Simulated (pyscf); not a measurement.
Structures and frequencies: ωB97X-D3(BJ)/def2-SVP in PySCF.

Task: H₃C–CH•–GeH₃ → •H₂C–CH₂–GeH₃
Surface: doublet. Broken: C–H. Formed: C–H. Give ΔE‡ and ΔE from ωB97M-D3(BJ)/def2-TZVP, relative to the reactant's lowest minimum found.

Result: ΔE‡ = 1.76 eV, ΔE = +0.01 eV. Zero-point energy shifts the barrier by -0.11 eV. It is a hydrogen shift, with an imaginary mode of 1898i cm⁻¹. H₃C–CH•–GeH₃ lies 1.07 eV over its isomer H₃C–GeH•–CH₃ (electronic energy, ωB97M-D3(BJ)/def2-TZVP). •H₂C–CH₂–GeH₃ lies 1.08 eV over its isomer H₃C–GeH•–CH₃ (electronic energy, ωB97M-D3(BJ)/def2-TZVP). One saddle was located; it need not be the lowest between these sides. Elements up to Kr have no core potential and no relativistic terms here.
